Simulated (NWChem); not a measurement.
ethane (C$_{2}$H$_{6}$); SMILES CC

Program: NWChem. Pople sets run with spherical d functions. Structure relaxed at the PBE0-D3(BJ)/def2-TZVP level. Level: M05-2X/6-31G* with SMD, gas-phase geometry; reactions with the solvents are ignored.

```json
[
 {"SMD term (kcal/mol)": "distortion of the solute's density", "water": "0.02", "n-hexane": "0.01"},
 {"SMD term (kcal/mol)": "polarisation", "water": "-0.57", "n-hexane": "-0.26"},
 {"SMD term (kcal/mol)": "cavity, dispersion and structure", "water": "2.31", "n-hexane": "-1.18"}
]
```

Sum the solvation free energies, find the transfer free energy from water to n-hexane and the partition coefficient at 298.15 K.


1. ΔG(solv, water) = 1.76 kcal/mol and ΔG(solv, n-hexane) = -1.43 kcal/mol (1 M gas to 1 M solution).
2. Transfer: -1.43 − (1.76) = -3.19 kcal/mol.
3. log₁₀ K(n-hexane/water) = −ΔG/(RT ln 10) = 3.19/1.364 = 2.3, so the model puts more of the solute in n-hexane.
4. Of the transfer energy, 0.30 kcal/mol is electrostatic and -3.49 comes from the non-electrostatic term. The two phases are taken as the pure solvents.
